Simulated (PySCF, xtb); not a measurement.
AlCl3, SMILES [Cl][Al]([Cl])[Cl] (connectivity only; charge and spin as stated), charge -1, multiplicity 2.

Harmonic wavenumbers (cm⁻¹) from GFN2-xTB in xtb at its own minimum, in rising order: 24, 35, 77, 264, 384, 385.

### Question
What does PySCF 2.14.0 with PBE0-D3(BJ)/def2-SVPD give at its own minimum? (An estimate is asked for; the answer gives what the named calculation found.)

### Answer
119, 120, 181, 373, 442, 442. Paired by order, the mean absolute difference is 85 cm⁻¹ and the zero-point energies are 1.7 and 2.4 kcal/mol.
